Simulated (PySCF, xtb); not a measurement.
hydrogen peroxide (H2O2), SMILES OO.

Harmonic wavenumbers (cm⁻¹) from GFN2-xTB (xtb) at its own minimum, in rising order: 254, 1108, 1158, 1355, 3534, 3538.

### Question
What does PBE-D3(BJ)/def2-TZVP (PySCF) give at its own minimum? (An estimate is asked for; the answer gives what the named calculation found.)

### Answer
371, 902, 1268, 1387, 3631, 3632. Paired by order, the mean absolute difference is 109 cm⁻¹ and the zero-point energies are 15.6 and 16.0 kcal/mol.
